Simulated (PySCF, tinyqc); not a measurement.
Inside a calculation (part 1 of 2). Method: CCSD on RHF in the sto-6g basis, frozen core, for CH2, spin multiplicity 1. The lowest restricted solution is unstable here: a spin-polarised one lies 0.0213 hartree lower (PySCF). Computed by tinyqc, a small Python program that keeps every step (integrals from PySCF). Settings: charge = 0, multiplicity = 1, basis = sto-6g, method = RHF, frozen orbitals = 1, energy threshold = 1e-10, iteration cap = 72, orthogonalisation = symmetric, start = atomic densities, DIIS depth = 6, amplitude equations = CCSD, DIIS depth for amplitudes = 0, cap on updates = 83. Command: `OMP_NUM_THREADS=1 python tinyqc.py 28183 28184 out.jsonl` (the two numbers bound the seeds that draw the settings). One thread of a shared host (Intel(R) Xeon(R) Processor @ 2.60GHz), about 0.5 s of CPU time with the checks. The early iterations of the SCF are left out here.

## One-electron integrals

Geometry (angstrom):
```
atom         x          y         z
C     0.000000   0.000000  0.000000
H     0.000000   1.057000  0.796000
H     0.000000  -1.076000  0.811000
```

Basis sto-6g: exponents (1/bohr^2) and contraction coefficients of normalised primitives:
```
element  l (shell)    exponent  coefficient
C            s (1)  742.737049     0.009164
C            s (1)  136.180025     0.049361
C            s (1)   38.098264     0.168538
C            s (1)   13.087782     0.370563
C            s (1)    5.082369     0.416492
C            s (1)    2.093200     0.130334
C            s (2)   30.497239    -0.013253
C            s (2)    6.036200    -0.046992
C            s (2)    1.876046    -0.033785
C            s (2)    0.721783     0.250242
C            s (2)    0.313471     0.595117
C            s (2)    0.143687     0.240706
C            p (3)   30.497239     0.003760
C            p (3)    6.036200     0.037679
C            p (3)    1.876046     0.173897
C            p (3)    0.721783     0.418036
C            p (3)    0.313471     0.425860
C            p (3)    0.143687     0.101708
H            s (1)   35.523221     0.009164
H            s (1)    6.513144     0.049361
H            s (1)    1.822143     0.168538
H            s (1)    0.625955     0.370563
H            s (1)    0.243077     0.416492
H            s (1)    0.100112     0.130334
```

Overlap, kinetic and nuclear-attraction integrals over the contracted functions; the nuclear repulsion is the sum of Za Zb / Rab.

nuclear repulsion = 5.00404411 hartree

overlap S:
```
           1C 1s     1C 2s    1C 2px     1C 2py    1C 2pz     2H 1s      3H 1s
1C 1s   1.000000  0.243228  0.000000   0.000000  0.000000  0.037887   0.035842
1C 2s   0.243228  1.000000  0.000000   0.000000  0.000000  0.366734   0.355018
1C 2px  0.000000  0.000000  1.000000   0.000000  0.000000  0.000000   0.000000
1C 2py  0.000000  0.000000  0.000000   1.000000  0.000000  0.303705  -0.296083
1C 2pz  0.000000  0.000000  0.000000   0.000000  1.000000  0.228713   0.223163
2H 1s   0.037887  0.366734  0.000000   0.303705  0.228713  1.000000   0.096677
3H 1s   0.035842  0.355018  0.000000  -0.296083  0.223163  0.096677   1.000000
```

kinetic energy T (hartree):
```
            1C 1s      1C 2s    1C 2px     1C 2py    1C 2pz      2H 1s      3H 1s
1C 1s   16.068641  -0.492789  0.000000   0.000000  0.000000  -0.009252  -0.009104
1C 2s   -0.492789   0.492405  0.000000   0.000000  0.000000   0.044927   0.040158
1C 2px   0.000000   0.000000  1.479234   0.000000  0.000000   0.000000   0.000000
1C 2py   0.000000   0.000000  0.000000   1.479234  0.000000   0.115647  -0.107892
1C 2pz   0.000000   0.000000  0.000000   0.000000  1.479234   0.087091   0.081320
2H 1s   -0.009252   0.044927  0.000000   0.115647  0.087091   0.768522  -0.012132
3H 1s   -0.009104   0.040158  0.000000  -0.107892  0.081320  -0.012132   0.768522
```

nuclear attraction V (hartree):
```
             1C 1s      1C 2s     1C 2px     1C 2py     1C 2pz      2H 1s      3H 1s
1C 1s   -34.800622  -3.811220   0.000000  -0.000348  -0.014338  -0.666739  -0.630356
1C 2s    -3.811220  -5.945624   0.000000  -0.003158  -0.150884  -1.754223  -1.685354
1C 2px    0.000000   0.000000  -5.890149   0.000000   0.000000   0.000000   0.000000
1C 2py   -0.000348  -0.003158   0.000000  -5.995862  -0.001691  -1.337104   1.291673
1C 2pz   -0.014338  -0.150884   0.000000  -0.001691  -5.950151  -1.036732  -1.002829
2H 1s    -0.666739  -1.754223   0.000000  -1.337104  -1.036732  -3.867151  -0.397213
3H 1s    -0.630356  -1.685354   0.000000   1.291673  -1.002829  -0.397213  -3.826269
```

core Hamiltonian H = T + V (hartree):
```
             1C 1s      1C 2s     1C 2px     1C 2py     1C 2pz      2H 1s      3H 1s
1C 1s   -18.731981  -4.304010   0.000000  -0.000348  -0.014338  -0.675991  -0.639460
1C 2s    -4.304010  -5.453219   0.000000  -0.003158  -0.150884  -1.709296  -1.645196
1C 2px    0.000000   0.000000  -4.410915   0.000000   0.000000   0.000000   0.000000
1C 2py   -0.000348  -0.003158   0.000000  -4.516628  -0.001691  -1.221457   1.183782
1C 2pz   -0.014338  -0.150884   0.000000  -0.001691  -4.470917  -0.949641  -0.921509
2H 1s    -0.675991  -1.709296   0.000000  -1.221457  -0.949641  -3.098629  -0.409344
3H 1s    -0.639460  -1.645196   0.000000   1.183782  -0.921509  -0.409344  -3.057747
```

## Two-electron integrals

Functions are numbered as in S; the eight-fold symmetry (ij|kl) = (ji|kl) = (kl|ij) leaves the list below.

Two-electron integrals (ij|kl) in chemists' order, unique and non-zero (hartree):
```
(11|11) 3.543743    (21|11) 0.529462    (21|21) 0.100317    (22|11) 0.853596
(22|21) 0.199930    (22|22) 0.624844    (31|31) 0.021271    (32|31) 0.031868
(32|32) 0.138108    (33|11) 0.853598    (33|21) 0.199930    (33|22) 0.624843
(33|33) 0.673218    (41|41) 0.021271    (42|41) 0.031868    (42|42) 0.138108
(43|43) 0.036281    (44|11) 0.853598    (44|21) 0.199930    (44|22) 0.624843
(44|33) 0.600655    (44|44) 0.673218    (51|51) 0.021271    (52|51) 0.031868
(52|52) 0.138108    (53|53) 0.036281    (54|54) 0.036281    (55|11) 0.853598
(55|21) 0.199930    (55|22) 0.624843    (55|33) 0.600655    (55|44) 0.600655
(55|55) 0.673218    (61|11) 0.086629    (61|21) 0.015816    (61|22) 0.031058
(61|33) 0.030942    (61|41) 0.000829    (61|42) 0.001616    (61|44) 0.031164
(61|51) 0.000624    (61|52) 0.001217    (61|54) 0.000167    (61|55) 0.031068
(61|61) 0.002564    (62|11) 0.227952    (62|21) 0.054295    (62|22) 0.189471
(62|33) 0.184802    (62|41) 0.004411    (62|42) 0.030608    (62|44) 0.193740
(62|51) 0.003322    (62|52) 0.023050    (62|54) 0.006731    (62|55) 0.189871
(62|61) 0.008859    (62|62) 0.079350    (63|31) 0.005528    (63|32) 0.029080
(63|43) 0.005823    (63|53) 0.004385    (63|63) 0.009079    (64|11) 0.164043
(64|21) 0.039585    (64|22) 0.146093    (64|33) 0.138947    (64|41) 0.008244
(64|42) 0.050488    (64|44) 0.156840    (64|51) 0.002046    (64|52) 0.016122
(64|54) 0.009090    (64|55) 0.142490    (64|61) 0.006739    (64|62) 0.072445
(64|64) 0.073969    (65|11) 0.123536    (65|21) 0.029811    (65|22) 0.110019
(65|33) 0.104637    (65|41) 0.002046    (65|42) 0.016122    (65|44) 0.109343
(65|51) 0.007068    (65|52) 0.041221    (65|54) 0.009366    (65|55) 0.116076
(65|61) 0.005075    (65|62) 0.054557    (65|64) 0.048867    (65|65) 0.045880
(66|11) 0.396344    (66|21) 0.096197    (66|22) 0.382339    (66|33) 0.363102
(66|41) 0.009027    (66|42) 0.085765    (66|44) 0.399928    (66|51) 0.006798
(66|52) 0.064587    (66|54) 0.027733    (66|55) 0.383987    (66|61) 0.015899
(66|62) 0.211305    (66|64) 0.212140    (66|65) 0.159758    (66|66) 0.774999
(71|11) 0.081914    (71|21) 0.014957    (71|22) 0.029379    (71|33) 0.029269
(71|41) -0.000784   (71|42) -0.001529   (71|44) 0.029479    (71|51) 0.000591
(71|52) 0.001153    (71|54) -0.000158   (71|55) 0.029388    (71|61) 0.002357
(71|62) 0.007879    (71|64) 0.005482    (71|65) 0.004526    (71|66) 0.013932
(71|71) 0.002293    (72|11) 0.218836    (72|21) 0.052140    (72|22) 0.182345
(72|33) 0.177830    (72|41) -0.004232   (72|42) -0.029544   (72|44) 0.186467
(72|51) 0.003190    (72|52) 0.022267    (72|54) -0.006510   (72|55) 0.182737
(72|61) 0.007999    (72|62) 0.054045    (72|64) 0.035849    (72|65) 0.036293
(72|66) 0.111362    (72|71) 0.008048    (72|72) 0.074029    (73|31) 0.005264
(73|32) 0.027817    (73|43) -0.005598   (73|53) 0.004219    (73|63) 0.005720
(73|73) 0.008386    (74|11) -0.158519   (74|21) -0.038259   (74|22) -0.141472
(74|33) -0.134578   (74|41) 0.007881    (74|42) 0.048565    (74|44) -0.151824
(74|51) -0.001972   (74|52) -0.015638   (74|54) 0.008779    (74|55) -0.138015
(74|61) -0.005605   (74|62) -0.036164   (74|64) -0.019188   (74|65) -0.023852
(74|66) -0.070548   (74|71) -0.006158   (74|72) -0.067979   (74|74) 0.069627
(75|11) 0.119479    (75|21) 0.028836    (75|22) 0.106630    (75|33) 0.101434
(75|41) -0.001972   (75|42) -0.015638   (75|44) 0.105994    (75|51) 0.006751
(75|52) 0.039604    (75|54) -0.009034   (75|55) 0.112463    (75|61) 0.004625
(75|62) 0.036471    (75|64) 0.023781    (75|65) 0.029690    (75|66) 0.079251
(75|71) 0.004641    (75|72) 0.051237    (75|74) -0.046158   (75|75) 0.043176
(76|11) 0.049250    (76|21) 0.011818    (76|22) 0.043655    (76|33) 0.042317
(76|41) -0.000005   (76|42) -0.000054   (76|44) 0.043409    (76|51) 0.001134
(76|52) 0.008784    (76|54) -0.000016   (76|55) 0.045239    (76|61) 0.001889
(76|62) 0.016893    (76|64) 0.013417    (76|65) 0.012725    (76|66) 0.043391
(76|71) 0.001787    (76|72) 0.016384    (76|74) -0.013134   (76|75) 0.012407
(76|76) 0.004619    (77|11) 0.389557    (77|21) 0.094568    (77|22) 0.376778
(77|33) 0.358006    (77|41) -0.008753   (77|42) -0.083910   (77|44) 0.393919
(77|51) 0.006597    (77|52) 0.063244    (77|54) -0.027068   (77|55) 0.378407
(77|61) 0.014481    (77|62) 0.114098    (77|64) 0.071760    (77|65) 0.080740
(77|66) 0.247549    (77|71) 0.014775    (77|72) 0.203061    (77|74) -0.204904
(77|75) 0.154440    (77|76) 0.043391    (77|77) 0.774999
```

## Orthogonalisation

S = U s U^T; symmetric (Loewdin) form X = U s^(-1/2) U^T, so that X^T S X = 1.

eigenvalues of S: 0.418200  0.525260  0.866640  1.000000  1.111288  1.378367  1.700244

X:
```
            1C 1s      1C 2s    1C 2px     1C 2py     1C 2pz      2H 1s      3H 1s
1C 1s    1.024915  -0.140076  0.000000  -0.000297  -0.008360   0.019971   0.019507
1C 2s   -0.140076   1.150543  0.000000   0.003811   0.077792  -0.226174  -0.215888
1C 2px   0.000000   0.000000  1.000000   0.000000   0.000000   0.000000   0.000000
1C 2py  -0.000297   0.003811  0.000000   1.086161   0.002086  -0.189246   0.182260
1C 2pz  -0.008360   0.077792  0.000000   0.002086   1.047526  -0.138191  -0.132936
2H 1s    0.019971  -0.226174  0.000000  -0.189246  -0.138191   1.133893  -0.016845
3H 1s    0.019507  -0.215888  0.000000   0.182260  -0.132936  -0.016845   1.124568
```

## Iteration 8 (converged): orbitals

converged F (hartree):
```
             1C 1s      1C 2s    1C 2px     1C 2py     1C 2pz      2H 1s      3H 1s
1C 1s   -11.167944  -2.852274  0.000000  -0.000293  -0.023174  -0.450550  -0.426415
1C 2s    -2.852274  -1.360750  0.000000  -0.003197  -0.041708  -0.510230  -0.492521
1C 2px    0.000000   0.000000  0.223162   0.000000   0.000000   0.000000   0.000000
1C 2py   -0.000293  -0.003197  0.000000  -0.130824  -0.003855  -0.309860   0.303700
1C 2pz   -0.023174  -0.041708  0.000000  -0.003855  -0.187106  -0.256247  -0.251661
2H 1s    -0.450550  -0.510230  0.000000  -0.309860  -0.256247  -0.335029  -0.125002
3H 1s    -0.426415  -0.492521  0.000000   0.303700  -0.251661  -0.125002  -0.320752
```

Diagonalise F' = X^T F X, C = X C', fill 4 alpha and 4 beta electrons from the bottom; D = 2 C_occ C_occ^T. Each column has its largest component positive (the first on a tie).

F' = X^T F X (hartree):
```
            1          2         3          4          5          6          7
1  -10.968931  -1.448030  0.000000  -0.000450  -0.044521  -0.038901  -0.032945
2   -1.448030  -0.680090  0.000000   0.002763   0.112523  -0.317770  -0.305886
3    0.000000   0.000000  0.223162   0.000000   0.000000   0.000000   0.000000
4   -0.000450   0.002763  0.000000   0.079257  -0.000047  -0.337298   0.329669
5   -0.044521   0.112523  0.000000  -0.000047  -0.070232  -0.255098  -0.249327
6   -0.038901  -0.317770  0.000000  -0.337298  -0.255098  -0.033689  -0.020993
7   -0.032945  -0.305886  0.000000   0.329669  -0.249327  -0.020993  -0.036616
```

orbital energies (hartree): MO1 -11.170039, MO2 -0.761284, MO3 -0.441321, MO4 -0.308210, MO5 0.223162, MO6 0.462585, MO7 0.507967

coefficients C:
```
              MO1        MO2        MO3        MO4       MO5        MO6        MO7
1C 1s    0.996226  -0.216791   0.004444   0.119930  0.000000   0.128233  -0.024672
1C 2s    0.016095   0.768354  -0.021197  -0.566862  0.000000  -0.717098   0.143391
1C 2px   0.000000   0.000000   0.000000   0.000000  1.000000   0.000000   0.000000
1C 2py   0.000093   0.006311   0.534458  -0.005412  0.000000   0.171471   0.966272
1C 2pz   0.003501   0.118020   0.007777   0.736218  0.000000  -0.751516   0.139319
2H 1s   -0.003303   0.255051   0.474763   0.291204  0.000000   0.602605  -0.808745
3H 1s   -0.003167   0.241769  -0.476832   0.305942  0.000000   0.835066   0.534837
```

D after iteration 8:
```
            1C 1s      1C 2s    1C 2px     1C 2py     1C 2pz      2H 1s      3H 1s
1C 1s    2.107736  -0.437233  0.000000   0.000900   0.132462  -0.043098  -0.041991
1C 2s   -0.437233   1.824819  0.000000  -0.006820  -0.653523   0.041561   0.044788
1C 2px   0.000000   0.000000  0.000000   0.000000   0.000000   0.000000   0.000000
1C 2py   0.000900  -0.006820  0.000000   0.571430   0.001834   0.507549  -0.509954
1C 2pz   0.132462  -0.653523  0.000000   0.001834   1.112036   0.496343   0.500108
2H 1s   -0.043098   0.041561  0.000000   0.507549   0.496343   0.750524  -0.151233
3H 1s   -0.041991   0.044788  0.000000  -0.509954   0.500108  -0.151233   0.758862
```

## Convergence

Stop when the energy changes by less than 1e-10 hartree and every element of the error matrix X^T (F D S - S D F) X is below 3e-06.

Course of the cycle:
```
iteration   E (hartree)     change  largest element of the error matrix
1          -38.35179896          -                             5.26e-01
2          -38.68403956  -3.32e-01                             7.42e-02
3          -38.69582315  -1.18e-02                             1.89e-02
4          -38.69664443  -8.21e-04                             8.99e-03
5          -38.69687634  -2.32e-04                             9.64e-04
6          -38.69687920  -2.86e-06                             1.02e-04
7          -38.69687922  -1.98e-08                             3.37e-06
8          -38.69687922  -2.93e-11                             9.45e-07
```

PySCF RHF in the same basis = -38.69687922 hartree

Converged in 8 iterations.

## Integrals over molecular orbitals

(pq|rs) = sum C_ip C_jq C_kr C_ls (ij|kl), one index at a time.

one-electron integrals over orbitals h = C^T H C (hartree):
```
            1          2          3          4          5          6          7
1  -18.721672   0.367356  -0.007509  -0.193092   0.000000  -0.216363   0.041612
2    0.367356  -4.435295   0.004468   0.299311   0.000000   0.781711  -0.155737
3   -0.007509   0.004468  -3.723069  -0.018210   0.000000  -0.168227  -0.868118
4   -0.193092   0.299311  -0.018210  -4.140030   0.000000   0.520429  -0.078929
5    0.000000   0.000000   0.000000   0.000000  -4.410915   0.000000   0.000000
6   -0.216363   0.781711  -0.168227   0.520429   0.000000  -3.497140  -0.019830
7    0.041612  -0.155737  -0.868118  -0.078929   0.000000  -0.019830  -3.608171
```

Two-electron integrals over orbitals (pq|rs), unique and non-zero (hartree); the lowest 1 orbital is frozen and left out:
```
(22|22) 0.529936    (32|22) 0.004028    (32|32) 0.125564    (33|22) 0.481463
(33|32) -0.001593   (33|33) 0.487971    (42|22) 0.004855    (42|32) 0.000632
(42|33) 0.022027    (42|42) 0.089057    (43|22) 0.002146    (43|32) 0.034999
(43|33) -0.000397   (43|42) -0.002794   (43|43) 0.044709    (44|22) 0.492498
(44|32) -0.002461   (44|33) 0.440479    (44|42) -0.088266   (44|43) 0.003159
(44|44) 0.601503    (52|52) 0.095286    (53|52) -0.001532   (53|53) 0.017573
(54|52) -0.042029   (54|53) 0.001074    (54|54) 0.047896    (55|22) 0.544690
(55|32) -0.001231   (55|33) 0.454963    (55|42) -0.064548   (55|43) 0.003461
(55|44) 0.555484    (55|55) 0.673218    (62|22) -0.089399   (62|32) 0.004360
(62|33) -0.029082   (62|42) -0.000200   (62|43) -0.006469   (62|44) -0.054182
(62|55) -0.119706   (62|62) 0.091344    (63|22) 0.016569    (63|32) 0.057818
(63|33) 0.004173    (63|42) -0.012140   (63|43) 0.042147    (63|44) 0.018438
(63|55) 0.026119    (63|62) -0.019999   (63|63) 0.084757    (64|22) -0.047549
(64|32) -0.013073   (64|33) -0.001168   (64|42) 0.035429    (64|43) -0.003988
(64|44) -0.082282   (64|55) -0.079063   (64|62) 0.051080    (64|63) -0.021834
(64|64) 0.059032    (65|52) -0.047655   (65|53) 0.004019    (65|54) 0.006160
(65|65) 0.035835    (66|22) 0.506839    (66|32) -0.033450   (66|33) 0.483938
(66|42) 0.045702    (66|43) -0.018569   (66|44) 0.450274    (66|55) 0.486013
(66|62) -0.066021   (66|63) -0.021199   (66|64) -0.015916   (66|66) 0.552860
(72|22) 0.017393    (72|32) 0.012772    (72|33) 0.004296    (72|42) -0.001788
(72|43) -0.034839   (72|44) 0.012460    (72|55) 0.023853    (72|62) -0.007560
(72|63) -0.039337   (72|64) -0.011352   (72|66) 0.018550    (72|72) 0.059772
(73|22) 0.071828    (73|32) -0.013071   (73|33) 0.022080    (73|42) -0.067978
(73|43) -0.004374   (73|44) 0.106809    (73|55) 0.134115    (73|62) -0.068465
(73|63) 0.008384    (73|64) -0.063512   (73|66) 0.017064    (73|72) 0.021266
(73|73) 0.124986    (74|22) 0.004994    (74|32) -0.072637   (74|33) 0.001777
(74|42) -0.004521   (74|43) -0.006905   (74|44) 0.013245    (74|55) 0.011849
(74|62) -0.010822   (74|63) -0.044456   (74|64) 0.003246    (74|66) 0.022365
(74|72) -0.007311   (74|73) 0.019253    (74|74) 0.065899    (75|52) 0.009332
(75|53) 0.017809    (75|54) -0.001566   (75|65) -0.002587   (75|75) 0.022953
(76|22) -0.005243   (76|32) -0.091736   (76|33) 0.002015    (76|42) -0.010913
(76|43) -0.047830   (76|44) 0.009122    (76|55) 0.002976    (76|62) 0.006025
(76|63) -0.064681   (76|64) 0.009897    (76|66) 0.025214    (76|72) 0.016954
(76|73) 0.021565    (76|74) 0.050859    (76|76) 0.094907    (77|22) 0.500998
(77|32) 0.035331    (77|33) 0.489027    (77|42) -0.014635   (77|43) 0.019052
(77|44) 0.493988    (77|55) 0.507873    (77|62) -0.046839   (77|63) 0.037494
(77|64) -0.026913   (77|66) 0.481404    (77|72) 0.002835    (77|73) 0.057974
(77|74) -0.016520   (77|76) -0.029729   (77|77) 0.540103
```

## CCSD: starting amplitudes

t_ij^ab = <ij||ab> / (e_i + e_j - e_a - e_b), whose energy is MP2.

Starting amplitudes (spin orbitals 1a, 1b, ...; amplitudes related by a flip of all spins are not repeated; the 24 largest):
```
from      to          t
3a 3b  7a 7b  -0.065831
2a 2b  5a 5b  -0.048396
3a 3b  6a 6b  -0.046884
4a 4b  5a 5b  -0.045068
4a 4b  7a 7b  -0.040371
4a 4b  6a 6b  -0.038293
2a 2b  6a 6b  -0.037318
3a 4b  6b 7a  -0.036923
2a 3b  6a 7b   0.031505
2a 4b  5a 5b   0.027727
3a 4b  6a 7b   0.025845
2a 4b  6a 6b  -0.025608
2a 2b  7a 7b  -0.023546
2a 3b  6b 7a  -0.018101
2a 3a  6a 7a   0.013403
3a 3b  5a 5b  -0.013223
3a 4b  6a 6b   0.013038
3a 4a  6a 7a  -0.011078
3a 4b  7a 7b  -0.010905
2a 3b  7a 7b  -0.009586
2a 3b  6a 6b   0.009399
2a 4b  6b 7a  -0.005564
2a 4b  6a 7b   0.005305
3a 3b  6a 7b  -0.004524
```

correlation energy = -0.05002257 hartree

## CCSD: amplitude update 1

t_i^a D_i^a and t_ij^ab D_ij^ab are set to the remaining terms of the spin-orbital equations, evaluated with the old amplitudes; for the doubles these are <ij||ab> + 1/2 <ab||ef> t_ij^ef + 1/2 <mn||ij> t_mn^ab + P(ij)P(ab) <mb||ej> t_im^ae + terms in t^2 + terms with t1, D the orbital-energy denominators.

Amplitudes after update 1 (spin orbitals 1a, 1b, ...; amplitudes related by a flip of all spins are not repeated; the 24 largest):
```
from      to          t
3a 3b  7a 7b  -0.086094
4a 4b  5a 5b  -0.073977
2a 2b  5a 5b  -0.066100
3a 3b  6a 6b  -0.064767
4a 4b  7a 7b  -0.054285
3a 4b  6b 7a  -0.050130
4a 4b  6a 6b  -0.048663
2a 4b  5a 5b   0.046018
2a 2b  6a 6b  -0.045674
2a 3b  6a 7b   0.041522
3a 4b  6a 7b   0.039780
2a 4b  6a 6b  -0.037815
2a 3b  6b 7a  -0.029064
2a 2b  7a 7b  -0.028277
3a 4b  6a 6b   0.018829
3a 4b  7a 7b  -0.015558
2a 3b  7a 7b  -0.013602
2a 3b  6a 6b   0.013343
3a 3b  5a 5b  -0.012514
2a 3a  6a 7a   0.012458
3a 4a  6a 7a  -0.010350
2a 4b  6b 7a  -0.007396
2a 4b  6a 7b   0.007214
4a        6a   0.006997
```

correlation energy = -0.06841710 hartree
